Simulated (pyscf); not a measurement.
H₃Si–PH₂ (SMILES [SiH3]P) + H• (SMILES [H]) → H₃Si–PH• (SMILES [SiH3][PH]) + H₂ (SMILES [H][H]), a hydrogen abstraction (doublet surface; H–P broken, H–H formed). Single points on ωB97X-D3(BJ)/def2-SVP structures (PySCF, gas phase). Energies in kcal/mol from the separated reactants.

Small-basis levels: PySCF, no dispersion term, spherical d functions. Open shells are spin-unrestricted. 

**Question.** Quick HF/STO-3G single points give ΔE‡ = 8.5 kcal/mol and ΔE = -28.3 kcal/mol. What does ωB97M-D3(BJ)/def2-TZVP give, and how far is the quick result from it?

**Answer.** ωB97M-D3(BJ)/def2-TZVP gives ΔE‡ = 2.9 kcal/mol and ΔE = -21.3 kcal/mol. HF/STO-3G lies 5.6 kcal/mol over it in the barrier and 7.0 kcal/mol under it in the reaction energy, so on this step it does not hold to within 3.0 kcal/mol. ωB97M-D3(BJ)/def2-TZVP has limits of its own. One saddle was located; it need not be the lowest between these sides. The angle at the transferred H is 169°.
